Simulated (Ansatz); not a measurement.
**triplet SiH2Cl2 at 6 levels**

Wanted: a comparison of 6 runs (U-r2SCAN0/6-311+G**, UB2PLYP/6-311+G**, UCAM-B3LYP/6-311+G**, USVWN5/6-311+G**, RPA@PBE0/6-311+G**, UMP2/6-311+G**) of triplet SiH2Cl2. 

The results are computed with Ansatz 0.2.0.

47 further runs of the same task are left out: 4 that didn't finish, 43 set aside as unsound or not needed.

## Step 1: Starting point

The species is SiH2Cl2 (5 atoms), meant as a triplet with charge 0. As SMILES of the parent species, `Cl[SiH2]Cl`. Geometry: relaxed at PBE0-D4/def2-TZVP. That shape belongs to the parent species and isn't relaxed for this state.

Bond lengths: Cl1–Si2 2.040 Å, Si2–Cl3 2.040 Å, Si2–H4 1.476 Å, Si2–H5 1.476 Å. Angles: Cl1–Si2–Cl3 110.1°, Cl1–Si2–H4 108.5°, Cl1–Si2–H5 108.5°, Cl3–Si2–H4 108.5°, Cl3–Si2–H5 108.5°, H4–Si2–H5 112.7°.

## Step 2: A single-point energy at U-r2SCAN0/6-311+G(d,p) (run 1)

Contents of input.yaml:

```yaml
crystal:
  periodic: [false, false, false]
  atoms:
    - {symbol: Cl, position_ang: [-1.036100, -0.393400, 1.609300]}
    - {symbol: Si, position_ang: [0.136800, -0.071700, -0.028900]}
    - {symbol: Cl, position_ang: [-0.799200, 1.196800, -1.324000]}
    - {symbol: H, position_ang: [0.352000, -1.362200, -0.711200]}
    - {symbol: H, position_ang: [1.396500, 0.556600, 0.413400]}
basis:
  gaussian: {orbitals: 6-311+G_st__st_-spherical.json}
hamiltonian: {xc: {name: r2SCAN0}}
output: {orbitals: {seedname: orbitals}}
magnetization: {spin_polarized: true, initial_magnetization: 2}
accuracy: high
```

The basis set 6-311+G** is read from a file made from the Basis Set Exchange's data (not shown).

Run with:

```
ansatz run input.yaml --threads 1 --pin off --max-ram 3480MiB --events-out events.jsonl --progress --plain --runs-dir runs
```

Standard output:

```text
Warning: RAYON_NUM_THREADS=1 ignored (pool sized by the plan → 1); use --threads N
Functional definition: r2SCAN0
  name "r2SCAN0"
  parameter a = 0.25
  parameter k0 = 0.174
  parameter k1 = 0.065
  parameter a1 = 4.9479
  exchange = (1 - a)*r2scan_x(k0 = k0, k1 = k1, a1 = a1) + a*exact_x
  correlation = r2scan_c
1711 factors; integrals over basis functions are off by at most 4.4e-9 eV
mean field evaluation 1: about -32948.3462 eV, gradient 7.1e0 eV
mean field evaluation 2: about -32948.5810 eV, gradient 5.3e0 eV
mean field evaluation 4: about -32948.7337 eV, gradient 5.7e-1 eV
mean field evaluation 8: about -32948.7668 eV, gradient 1.7e-1 eV
mean field evaluation 16: about -32948.7674 eV, gradient 5.5e-3 eV
mean field evaluation 32: about -32948.7715 eV, gradient 9.6e-5 eV
mean field evaluation 64: about -32948.6757 eV, gradient 5.3e-1 eV
mean field -32948.77153232 eV, -1210.8450203333 hartree, gradient 2.3e-8 eV, S^2 2.006774; 6 other end points of the search recorded, 0 dependent functions left out
reference -32948.77154531 eV, -1210.8450208106 hartree; 26, 24 occupied and 76, 78 virtual orbitals, 1711 factors
Total energy: -32948.77154531 eV, -1210.8450208106 hartree
```

It took 3.1 min on 1 thread of Arm Neoverse V2, shared host; peak memory 0.61 GiB.

## Step 3: The energy at UB2PLYP/6-311+G(d,p) (run 2)

Contents of run.yaml:

```yaml
crystal:
  periodic: [false, false, false]
  atoms:
    - symbol: Cl
      position_ang: [-1.036100, -0.393400, 1.609300]
    - symbol: Si
      position_ang: [0.136800, -0.071700, -0.028900]
    - symbol: Cl
      position_ang: [-0.799200, 1.196800, -1.324000]
    - symbol: H
      position_ang: [0.352000, -1.362200, -0.711200]
    - symbol: H
      position_ang: [1.396500, 0.556600, 0.413400]
basis:
  gaussian:
    orbitals: 6-311+G_st__st_-spherical.json
magnetization:
  spin_polarized: true
  initial_magnetization: 2
hamiltonian:
  xc: {name: B2PLYP}
correlation:
  frozen_orbitals: {Cl: 5, H: 0, Si: 5}
accuracy: high
output: {orbitals: {seedname: orbitals}}
```

The basis set 6-311+G** is read from a file made from the Basis Set Exchange's data (not shown).

Run with:

```
ansatz run run.yaml --threads 1 --pin off --max-ram 3480MiB --events-out events.jsonl --progress --plain --runs-dir runs
```

Standard output (excerpt; [...] marks lines left out):

```text
Warning: RAYON_NUM_THREADS=1 ignored (pool sized by the plan → 1); use --threads N
Functional definition: B2PLYP
  name "B2PLYP"
[...]
1711 factors; integrals over basis functions are off by at most 4.4e-9 eV
[...]
mean field -32936.23036943 eV, -1210.3841410977 hartree, gradient 4.4e-8 eV, S^2 2.009341; 6 other end points of the search recorded, 0 dependent functions left out
15 core orbitals not correlated: weight in the atoms' cores, before any rotation towards them, 1.000 or more for the frozen orbitals, at most 0.000 for the correlated occupied ones
reference -32936.23039128 eV, -1210.3841419009 hartree; 11, 9 occupied and 76, 78 virtual orbitals, 1711 factors
second order -12.93644019 eV of doubles, -0.00000000 eV of singles
Total energy: -32939.72323013 eV, -1210.5125013611 hartree
```

Run time: 55 s. Hardware: 1 thread of Arm Neoverse V2, shared host; peak memory 0.47 GiB.

## Step 4: The energy at UCAM-B3LYP/6-311+G(d,p) (run 3)

Contents of input.yaml:

```yaml
basis:
  gaussian:
    orbitals: 6-311+G_st__st_-spherical.json
crystal:
  periodic: [false, false, false]
  atoms:
    - {symbol: Cl, position_ang: [-1.036100, -0.393400, 1.609300]}
    - {symbol: Si, position_ang: [0.136800, -0.071700, -0.028900]}
    - {symbol: Cl, position_ang: [-0.799200, 1.196800, -1.324000]}
    - {symbol: H, position_ang: [0.352000, -1.362200, -0.711200]}
    - {symbol: H, position_ang: [1.396500, 0.556600, 0.413400]}
magnetization:
  spin_polarized: true
  initial_magnetization: 2
hamiltonian:
  xc: {name: CAM-B3LYP}
accuracy: high
output:
  orbitals: {seedname: orbitals}
```

The basis set 6-311+G** is read from a file made from the Basis Set Exchange's data (not shown).

Run with:

```
ansatz run input.yaml --threads 1 --pin off --max-ram 3480MiB --events-out events.jsonl --progress --plain --runs-dir runs
```

Standard output (excerpt; [...] marks lines left out):

```text
Warning: RAYON_NUM_THREADS=1 ignored (pool sized by the plan → 1); use --threads N
Functional definition: CAM-B3LYP
  name "CAM-B3LYP"
[...]
1711 factors; integrals over basis functions are off by at most 4.4e-9 eV
442 factors; integrals over basis functions are off by at most 2.2e-9 eV
[...]
mean field -32952.21702894 eV, -1210.9716399985 hartree, gradient 1.8e-8 eV, S^2 2.006555; 6 other end points of the search recorded, 0 dependent functions left out
reference -32952.21704559 eV, -1210.9716406103 hartree; 26, 24 occupied and 76, 78 virtual orbitals, 1711 factors
Total energy: -32952.21704559 eV, -1210.9716406103 hartree
```

It took 2 min on 1 thread of Arm Neoverse V2, shared host; peak memory 0.54 GiB.

Runs 4 to 5 aren't shown in full; the table further down has their settings and results.

## Step 5: The energy at UMP2/6-311+G(d,p) (run 6)

Contents of job.yaml:

```yaml
crystal:
  periodic: [false, false, false]
  atoms:
    - {symbol: Cl, position_ang: [-1.036100, -0.393400, 1.609300]}
    - {symbol: Si, position_ang: [0.136800, -0.071700, -0.028900]}
    - {symbol: Cl, position_ang: [-0.799200, 1.196800, -1.324000]}
    - {symbol: H, position_ang: [0.352000, -1.362200, -0.711200]}
    - {symbol: H, position_ang: [1.396500, 0.556600, 0.413400]}
basis:
  gaussian: {orbitals: 6-311+G_st__st_-spherical.json}
magnetization: {spin_polarized: true, initial_magnetization: 2}
correlation: {method: mp2, frozen_orbitals: {Cl: 5, H: 0, Si: 5}}
accuracy: high
```

The basis set 6-311+G** is read from a file made from the Basis Set Exchange's data (not shown).

Run with:

```
ansatz run job.yaml --threads 1 --pin off --max-ram 3480MiB --events-out events.jsonl --progress --plain --runs-dir runs
```

Standard output (excerpt; [...] marks lines left out):

```text
Warning: RAYON_NUM_THREADS=1 ignored (pool sized by the plan → 1); use --threads N
Functional definition: HF
  name "HF"
[...]
1711 factors; integrals over basis functions are off by at most 4.4e-9 eV
[...]
mean field -32896.54957830 eV, -1208.9258989202 hartree, gradient 5.1e-8 eV, S^2 2.010606; 16 other end points of the search recorded, 0 dependent functions left out
15 core orbitals not correlated: weight in the atoms' cores, before any rotation towards them, 1.000 or more for the frozen orbitals, at most 0.000 for the correlated occupied ones
reference -32896.54957830 eV, -1208.9258989202 hartree; 11, 9 occupied and 76, 78 virtual orbitals, 1711 factors
second order -9.92177323 eV of doubles, -0.00000000 eV of singles
Total energy: -32906.47135152 eV, -1209.2905173611 hartree
```

It took 38 s on 1 thread of Arm Neoverse V2, shared host; peak memory 0.35 GiB.

## Step 6: The series

| run | level | frozen core orbitals | energy (Eh) | HOMO energy (eV) | ⟨S²⟩ | wall time |
| --- | --- | --- | --- | --- | --- | --- |
| 1 | U-r2SCAN0/6-311+G** | – | -1210.845021 | -2.55 | 2.007 | 3.1 min |
| 2 | UB2PLYP/6-311+G** | 15 | -1210.512501 | -2.98 | 2.009 | 55 s |
| 3 | UCAM-B3LYP/6-311+G** | – | -1210.971641 | -3.39 | 2.007 | 2 min |
| 4 | USVWN5/6-311+G** | – | -1206.849444 | -1.94 | 2.001 | 34 s |
| 5 | RPA@PBE0/6-311+G** | 15 | -1209.492840 | – | 2.004 | 76 s |
| 6 | UMP2/6-311+G** | 15 | -1209.290517 | – | 2.011 | 38 s |

## Step 7: Outcome

| quantity | value |
| --- | --- |
| run 6: total energy | -1209.29052 Eh |
| run 6: correlation energy (15 core orbitals frozen) | -364.6 mEh |
| run 6: ⟨S²⟩ of the reference determinant | 2.011 |

Totals of different functionals can't be ranked against each other. All runs together took 8.5 min, the longest 3.1 min.
